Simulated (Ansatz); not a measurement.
# CHSi₂+ (quintet): wave-function methods side by side, cc-pVTZ

An exercise on one series of results from a longer session: the logs are not shown, and one member is left open.

Program: Ansatz 0.2.0, Gaussian basis. Level of theory: cc-pVTZ, core rule «outside noble gas», up to 11 orbitals frozen. These are calculated values, not measurements.

To be run: UHF; CCSD(T) on ROHF; CCSD(T) on UHF; BCCD(T) on ROHF; CCSDT(Q) on ROHF; CCSDT(Q) on UHF.

3 further runs of the same task are left out: 3 set aside as unsound or not needed.

### What is computed

The geometry is a PBE0/def2-TZVP stationary point (not a proven minimum) of the parent state, kept for this charge and spin.

4 atoms, charge 1, spin multiplicity 5.

Atoms are counted from 1 here; the program's logs count them from 0.

Bond lengths: C1–Si2 1.912 Å, C1–Si3 1.729 Å, Si2–Si3 2.317 Å, Si2–H4 1.509 Å. Angles: Si2–C1–Si3 78.8°, C1–Si2–Si3 47.1°, C1–Si2–H4 117.9°, Si3–Si2–H4 119.9°, C1–Si3–Si2 54.1°.

The first run:

The input, in.yaml:

```yaml
crystal:
  periodic: [false, false, false]
  atoms:
    - {symbol: C, position_ang: [-0.061244, -1.147988, -0.219952]}
    - {symbol: Si, position_ang: [0.099301, 0.160438, 1.164819]}
    - {symbol: Si, position_ang: [-0.033008, 0.314343, -1.142833]}
    - {symbol: H, position_ang: [-1.117401, 0.450106, 2.008353]}
basis:
  gaussian: {orbitals: cc-pVTZ}
total_charge: 1
magnetization: {spin_polarized: true, initial_magnetization: 4}
hamiltonian: {xc: hf}
output: {orbitals: {seedname: orbitals}}
```

Run with:

```
$ ansatz run in.yaml --threads 1 --pin off --events-out ev --progress --plain --max-ram 4096MiB --backend cpu
```

Among the steps run: UHF; CCSD(T) on ROHF; CCSD(T) on UHF; BCCD(T) on ROHF; CCSDT(Q) on ROHF; CCSDT(Q) on UHF.

One table of the session follows, with a row left open; its other results are not shown here.

| method | from RCCSDT(Q) (meV) |
| --- | --- |
| ROHF | +8920.1 |
| UHF | +8610.7 |
| RMP2 | +1582.6 |
| UMP2 | +1714.1 |
| RCCSD | +578.1 |
| UCCSD | +565.7 |
| RCCSD(T) | +96.0 |
| UCCSD(T) | ? |
| BCCD(T) | +90.6 |
| RCCSDT | +39.1 |
| UCCSDT | +34.8 |
| RCCSDT(Q) | 0 |
| UCCSDT(Q) | -5.8 |

Estimate the missing values for UCCSD(T).

**Answer.** from RCCSDT(Q) (meV): +100.6. In the column «from RCCSDT(Q) (meV)» it lies between RCCSD(T) (+96.0) and UCCSD (+565.7).

Limits of these values: Restricted and unrestricted rows rest on different reference determinants; where their highest levels disagree by more than a few hundredths of an eV, they describe different states and don't form one ladder.
